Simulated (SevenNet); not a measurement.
**α-N2**

Method: the machine-learned potential SevenNet-0 (trained on PBE and PBE+U data).

Cell: relaxed at this level.

- lattice parameter a = 5.814 Å
- volume per atom = 24.57 Å³/atom

Measured, for comparison: lattice constant a 5.644 Å (4 K, zero-point motion not removed, our sources range from 5.644 to 5.667; as tabulated in Wyckoff, Crystal Structures 1 (1963), as in the American Mineralogist Crystal …); equilibrium volume per atom 22.47 Å³/atom (4 K, zero-point motion not removed; as tabulated in Wyckoff, Crystal Structures 1 (1963), as in the American Mineralogist Crystal …). Computed (rounded) less measured: lattice constant a +3.0 % (+2.6 % to +3.0 % over the range), equilibrium volume per atom +9.3 %.

A machine-learned potential is trained on density-functional data: it inherits that level's misses and adds fitting errors of its own.

Note: the model gives imaginary modes for this phase (in the spectrum interpolated from a supercell); this model's volume lies 9 % above that of the starting cell (a measured, published or database cell).
